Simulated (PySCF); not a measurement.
# NaSi: energy against distance

Set-up: basis Na jorge-DZP-DKH, Si jorge-DZP-DKH; spin-free X2C with a Gaussian nucleus; PySCF 2.14. Energies in eV from Na + Si in their ground configurations at the same level. All curves are PBE0. state 1: ⁴Σ⁻ (quartet), unpaired electrons σ ↑, π ↑↑; state 2: Ms = 0.5 determinant of mixed spin (⟨S²⟩ near 1.8), unpaired electrons σ ↓, π ↑↑, a second solution, started from another occupation; state 3: Ms = 0.5 determinant of mixed spin (⟨S²⟩ near 1.8), unpaired electrons σ ↑, π ↑↓, a mixture of terms (⟨Lz²⟩ = 2.0), a second solution, started from another occupation; state 4: ²Π (doublet), unpaired electrons π ↑, a second solution, started from another occupation.

```csv
R (Å),state 1,state 2,state 3,state 4
2.335,-1.091,-0.5925,-0.5808,-0.2561
2.443,-1.266,-0.7779,-0.7615,-0.5342
2.552,-1.363,-0.8862,-0.8642,-0.7151
2.634,-1.397,-0.9296,-0.9029,-0.8018
2.715,-1.407,-0.9485,-0.9165,-0.8556
2.796,-1.396,-0.9485,-0.9108,-0.8831
2.905,-1.359,-0.9272,-0.8808,-0.8881
3.041,-1.289,-0.8777,-0.8191,-0.8575
3.204,-1.182,-0.8000,-0.7247,-0.7863
3.421,-1.027,-0.6862,-0.5860,-0.6643
```

**Question.** Put a parabola through the three lowest points of the state 1 curve and estimate Re, k and ωe (reduced mass 12.62 u; 1 eV/Å² = 0.16022 mdyn/Å; ωe = 1302.8·√(k/μ) cm⁻¹).

**Answer.** Through R = 2.634, 2.715, 2.796 Å the second-order coefficient is 1.60 eV/Å², so Re ≈ 2.713 Å, k ≈ 0.513 mdyn/Å and ωe ≈ 263 cm⁻¹. A polynomial fit of higher order to the unrounded PBE0 energies gives Re = 2.708 Å, k = 0.480 mdyn/Å, ωe = 254 cm⁻¹; anharmonicity and rounding make the difference.

The higher-order fit for each curve: state 1: Re = 2.708 Å, ωe = 254 cm⁻¹, De = 1.41 eV; state 2: Re = 2.755 Å, ωe = 230 cm⁻¹, minimum 0.95 eV below the ground-state fragments; state 3: Re = 2.728 Å, ωe = 245 cm⁻¹, minimum 0.92 eV below the ground-state fragments; state 4: Re = 2.867 Å, ωe = 234 cm⁻¹, minimum 0.89 eV below the ground-state fragments.

⟨S²⟩ of the unrestricted solution departs from its pure value on part of the curve, where spin states mix. The state is the lowest determinant that a PBE0 search found; another state may lie lower at other levels.
